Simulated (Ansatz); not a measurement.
The reference is Si in the diamond structure (space group Fd-3m, No. 227).

```yaml
crystal:
  lattice:
    - [0.00000, 2.73515, 2.73515]
    - [2.73515, 0.00000, 2.73515]
    - [2.73515, 2.73515, 0.00000]
  atoms:
    - { symbol: Si, position: [0.50000, 0.50000, 0.50000] }
    - { symbol: Si, position: [0.75000, 0.75000, 0.75000] }
```

Computed with PBE (Ansatz, an electronic-structure program, PAW, no SOC).

Modification: every Si is replaced by Sn; the structure is relaxed again.

Measured lattice parameter a: Si 5.421 Å (static lattice; corrected from measurement; as listed in Daniel Mejia-Rodriguez, S. B. Trickey, Phys. Rev. B (2018)); Sn 6.477 Å (static lattice; corrected from measurement; as listed in Daniel Mejia-Rodriguez, S. B. Trickey, Phys. Rev. B (2018)).

**Question.** How well does PBE reproduce the measured shift?

**Answer.** With PBE the lattice parameter a moves by +1.185 Å (5.470 → 6.655) against +1.056 Å measured.

Stability against distortions was not tested.
